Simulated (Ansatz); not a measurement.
Reaction (SMILES): S (H2S) → [SH-] + H+
B3LYP-D3(BJ)/def2-TZVP geometries, fixed; electronic energies without zero-point terms.

Basis-set convergence of the deprotonation energy at PBE with Ansatz (a quantum-chemistry and plane-wave program). Cartesian d functions, on some or all atoms, in 6-311G**; all else is spherical. The program fits the integrals of some runs and decomposes those of others, by size. No added dispersion term, no relativity. Functions are those of the species that has most. Reference: the value in aug-cc-pV(5+d)Z, 354.30 kcal/mol, itself unsure by roughly 0.08 kcal/mol (its mean distance from aug-pcseg-3, aug-cc-pV(Q+d)Z, def2-QZVPPD). Deviations are taken from unrounded values.

| basis | functions | deprotonation energy (kcal/mol) | minus reference (kcal/mol) |
|---|---|---|---|
| 3-21G | 17 | 356.93 | 2.63 |
| def2-SV(P) | 22 | 374.02 | 19.71 |
| 6-311G** | 39 | 353.99 | -0.32 |
| cc-pV(T+d)Z | 67 | 362.86 | 8.56 |
| def2-TZVPP | 70 | 362.90 | 8.60 |
| 6-311++G(3df,3pd) | 83 | 354.54 | 0.24 |
| pcseg-3 | 130 | 356.05 | 1.75 |
| aug-pcseg-3 | 187 | 354.22 | -0.08 |
| aug-cc-pV(5+d)Z | 296 | 354.30 | 0.00 |
